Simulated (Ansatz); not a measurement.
A nudged elastic band was laid between two geometries of C3H6OS (11 atoms, charge 0, multiplicity 1).

Computed with RKS PBE0-D4/def2-SVP in Ansatz 0.2.0.

```json
{
  "movable images": "7",
  "climbing image": "yes",
  "spring": "5.0 eV/Å²",
  "optimiser": "quadratic models (default)",
  "start path": "IDPP",
  "force threshold": "0.05 eV/Å",
  "iteration limit": "60",
  "end points": "relaxed"
}
```

Initial state:

```xyz
11
Properties=species:S:1:pos:R:3
C -1.765 0.391 0.939
O -1.054 0.016 -0.212
C 0.281 0.105 -0.137
C 1.089 -0.394 -1.084
S 2.815 -0.045 -1.050
H -2.833 0.341 0.692
H -1.565 -0.293 1.783
H -1.522 1.422 1.250
H 0.693 0.636 0.732
H 0.661 -0.918 -1.944
H 3.267 -1.318 -0.950
```

Final state:

```xyz
11
Properties=species:S:1:pos:R:3
C -1.601 0.057 1.265
O -0.913 -0.534 0.193
C 0.182 0.110 -0.235
C 0.997 -0.401 -1.168
S 2.296 0.580 -1.843
H -1.938 1.079 1.018
H -2.482 -0.565 1.467
H -0.979 0.096 2.177
H 0.376 1.100 0.201
H 0.787 -1.386 -1.596
H 3.340 -0.192 -1.458
```

Question: Which bonds break or form, and what moves?

Answer: No bond is made or broken. The dihedral H8–C1–O2–C3 goes from 57 to -63°.

Question: Give the energies along the band, and the barrier.

Answer: The forces met the threshold. The highest image is number 4 of 0 to 8, 0.039 eV above the ends, which have the same energy within 2 meV. A vibrational analysis at the climbing image gives one clearly imaginary mode, 139i cm⁻¹: a first-order saddle point.

| image | path coordinate (Å) | energy (eV) | dihedral H8–C1–O2–C3 (°) |
| --- | --- | --- | --- |
| 0 | 0.00 | 0.000 | 57 |
| 1 | 0.37 | 0.003 | 47 |
| 2 | 0.74 | 0.015 | 33 |
| 3 | 1.12 | 0.032 | 16 |
| 4 | 1.49 | 0.039 | -3 |
| 5 | 1.92 | 0.026 | -25 |
| 6 | 2.36 | 0.009 | -44 |
| 7 | 2.80 | 0.003 | -56 |
| 8 | 3.23 | 0.000 | -63 |

Question: What is the geometry of the highest image?

Answer: 
```xyz
11
Properties=species:S:1:pos:R:3:forces:R:3
C -1.710 0.174 1.124 -0.01 0.00 -0.01
O -0.986 -0.365 0.048 0.00 -0.01 0.01
C 0.244 0.102 -0.192 0.00 0.00 0.00
C 1.034 -0.400 -1.152 0.00 0.01 -0.01
S 2.561 0.390 -1.537 0.00 0.00 0.00
H -2.626 0.660 0.751 0.00 0.00 0.00
H -1.997 -0.635 1.814 0.00 0.00 0.00
H -1.117 0.917 1.683 0.00 0.00 0.00
H 0.582 0.941 0.433 0.00 -0.01 0.00
H 0.684 -1.229 -1.774 0.00 0.00 0.00
H 3.399 -0.612 -1.177 0.00 0.00 0.00
```

Question: What are the harmonic wavenumbers there?

Answer: 139i, 110, 177, 187, 290, 410, 485, 799, 880, 947, 961, 1057, 1170, 1175, 1235, 1323, 1332, 1457, 1468, 1487, 1736, 2662, 3039, 3139, 3145, 3153, 3208 cm⁻¹.

Time of the run: 2.1 min on 2 threads of Arm Neoverse V1, on a shared host, peak memory 0.23 GiB.
